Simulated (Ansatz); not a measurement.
Ansatz (a quantum-chemistry and plane-wave program) input (CCSD(T)/aug-cc-pVDZ):

Ansatz 0.2 input:
```yaml
crystal:
  periodic: [false, false, false]
  atoms:
    - {symbol: C, position_ang: [0.11017686, -0.00298019, 1.00069413]}
    - {symbol: C, position_ang: [0.00657930, -0.64353847, -0.44488908]}
    - {symbol: C, position_ang: [-0.02122354, 0.64794511, -0.43798179]}
    - {symbol: H, position_ang: [-0.92943803, -0.02760792, 1.42083811]}
    - {symbol: H, position_ang: [0.21074686, -1.50598837, -1.07199433]}
    - {symbol: H, position_ang: [0.14549544, 1.52503758, -1.05578336]}
basis:
  gaussian:
    orbitals: aug-cc-pVDZ
total_charge: -1
magnetization: {spin_polarized: false}
correlation: {method: ccsd_t, electrons: outside_noble_gas}
output: {forces: true}
```

End of the output:

```
integrals: 0.12 GiB planned
969 factors; integrals over basis functions are off by at most 6.8e-4 eV
mean field: 0.21 GiB planned
mean field evaluation 1: about -3131.4843 eV, gradient 2.0e1 eV
mean field evaluation 2: about -3131.4845 eV, gradient 2.0e1 eV
mean field evaluation 4: about -3133.0699 eV, gradient 3.6e0 eV
mean field evaluation 8: about -3133.1392 eV, gradient 1.6e-1 eV
mean field evaluation 16: about -3133.1278 eV, gradient 6.8e-1 eV
mean field evaluation 32: about -3127.5567 eV, gradient 3.5e0 eV
mean field -3133.13987829 eV, -115.1407668085 hartree, gradient 2.8e-6 eV, S^2 0.000000; 0 other end points of the search recorded, 0 dependent functions left out; unrestricted orbitals would lower it
3 core orbitals not correlated
reference -3133.13987829 eV, -115.1407668085 hartree; 8, 8 occupied and 85, 85 virtual orbitals, 969 factors
densities: 0.53 GiB planned
second order -11.79060932 eV of doubles, -0.00000000 eV of singles
coupled cluster: 0.36 GiB planned
cycle   1  -11.93623448 eV  change   -1.5e-1 eV  update   9.1e-2
cycle   2  -12.29611208 eV  change   -3.6e-1 eV  update   3.1e-2
cycle   3  -12.39231617 eV  change   -9.6e-2 eV  update   1.7e-2
cycle   4  -12.39450068 eV  change   -2.2e-3 eV  update   7.2e-3
cycle   5  -12.39436664 eV  change    1.3e-4 eV  update   4.9e-3
cycle   6  -12.39592293 eV  change   -1.6e-3 eV  update   2.8e-3
cycle   7  -12.39559431 eV  change    3.3e-4 eV  update   1.9e-3
cycle   8  -12.39510523 eV  change    4.9e-4 eV  update   1.2e-3
cycle   9  -12.39522499 eV  change   -1.2e-4 eV  update   7.1e-4
cycle  10  -12.39538848 eV  change   -1.6e-4 eV  update   4.3e-4
cycle  11  -12.39516633 eV  change    2.2e-4 eV  update   2.7e-4
cycle  12  -12.39529167 eV  change   -1.3e-4 eV  update   1.2e-4
cycle  13  -12.39531400 eV  change   -2.2e-5 eV  update   5.1e-5
cycle  14  -12.39532859 eV  change   -1.5e-5 eV  update   2.1e-5
cycle  15  -12.39534606 eV  change   -1.7e-5 eV  update   1.1e-5
cycle  16  -12.39534556 eV  change    4.9e-7 eV  update   4.9e-6
cycle  17  -12.39534543 eV  change    1.3e-7 eV  update   2.8e-6
perturbative correction -0.61138149 eV, -0.0224678554 hartree
the calculation of the forces begins
Total energy: -3146.14660521 eV, -115.6187552068 hartree
Atom 0 at     0.110177    -0.002980     1.000694 Å, force     0.197648     0.002399     0.346980 eV/Å
Atom 1 at     0.006579    -0.643538    -0.444889 Å, force    -0.022495    -2.145302    -0.070203 eV/Å
Atom 2 at    -0.021224     0.647945    -0.437982 Å, force    -0.114813     2.142975    -0.047268 eV/Å
Atom 3 at    -0.929438    -0.027608     1.420838 Å, force    -0.228385    -0.006090     0.219481 eV/Å
Atom 4 at     0.210747    -1.505988    -1.071994 Å, force     0.092438    -0.387918    -0.226586 eV/Å
Atom 5 at     0.145495     1.525038    -1.055783 Å, force     0.075607     0.393937    -0.222404 eV/Å
Dipole moment:    -0.323905    -0.001875    -0.953187 e Å
```

It need not be the lowest isomer of its formula. Whether it binds its extra electron was not tested at this geometry.
